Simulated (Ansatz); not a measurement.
# C3H4O3: the cost of one run

Computed with Ansatz 0.2.0 (the levels named in each step, unless a step's input says otherwise).

### Step 1. The starting structure

Bond lengths: O1–C2 1.184 Å, C2–O3 1.345 Å, O3–C4 1.414 Å, C4–C5 1.542 Å, C2–O6 1.345 Å, C5–O6 1.414 Å, C4–H7 1.092 Å, C4–H8 1.095 Å, C5–H9 1.092 Å, C5–H10 1.095 Å. Angles (14 of 17 angles, heavy atoms first): O1–C2–O3 124.5°, O1–C2–O6 124.5°, O3–C2–O6 111.0°, C2–O3–C4 110.7°, O3–C4–C5 103.8°, C4–C5–O6 103.8°, C2–O6–C5 110.7°, O3–C4–H7 108.9°, O3–C4–H8 108.7°, C5–C4–H7 113.0°, C5–C4–H8 112.7°, C4–C5–H9 113.0°, C4–C5–H10 112.6°, O6–C5–H9 108.9°.

Coordinates:

```xyz
10

O     1.9414    0.1352   -0.0692
C     0.7611    0.0530   -0.0260
O     0.0803   -1.1033    0.0618
C    -1.3127   -0.8634    0.0885
C    -1.4225    0.6728    0.0063
O    -0.0777    1.1035   -0.0619
H    -1.7755   -1.3698   -0.7605
H    -1.7208   -1.2663    1.0210
H    -1.8915    1.1144    0.8875
H    -1.9461    1.0104   -0.8939
```

### Step 2. A rough first relaxation, PBE-D4/def2-SVP

This run stands in another session on the same molecule. It ended at:

```xyz
10

O     1.9834    0.1382   -0.0699
C     0.7894    0.0550   -0.0273
O     0.0883   -1.1161    0.0617
C    -1.3158   -0.8671    0.0906
C    -1.4263    0.6760    0.0045
O    -0.0717    1.1172   -0.0629
H    -1.7945   -1.3827   -0.7671
H    -1.7390   -1.2789    1.0298
H    -1.9112    1.1249    0.8956
H    -1.9666    1.0201   -0.9013
```

### Step 3. Relaxation, HF/STO-3G

The input, input.yaml:

```yaml
crystal:
  periodic: [false, false, false]
  atoms:
    - { symbol: O, position_ang: [1.98340081, 0.13817474, -0.06993898] }
    - { symbol: C, position_ang: [0.78942198, 0.05501978, -0.02728941] }
    - { symbol: O, position_ang: [0.08830028, -1.11607477, 0.06166637] }
    - { symbol: C, position_ang: [-1.31578073, -0.86710878, 0.09060463] }
    - { symbol: C, position_ang: [-1.42631993, 0.6759752, 0.00448885] }
    - { symbol: O, position_ang: [-0.07167482, 1.11718116, -0.06287567] }
    - { symbol: H, position_ang: [-1.79454776, -1.38269888, -0.76713506] }
    - { symbol: H, position_ang: [-1.73899229, -1.27886427, 1.0298242] }
    - { symbol: H, position_ang: [-1.91123794, 1.12486306, 0.89561332] }
    - { symbol: H, position_ang: [-1.96661962, 1.02011275, -0.90129825] }
basis:
  gaussian: { orbitals: STO-3G }
hamiltonian:
  xc: hf
relax:
  f_tol: 0.002
  max_steps: 150
```

Command:

```sh
$ ansatz run input.yaml --threads 4 --pin off --max-ram 10240MiB --backend cpu --events-out ev --progress --plain --runs-dir out
```

**Question.** How long does this run take on 4 threads of AMD EPYC (Zen 3), shared host, and how much memory does it need?

About 9.3 s, with a peak of 0.098 GiB.
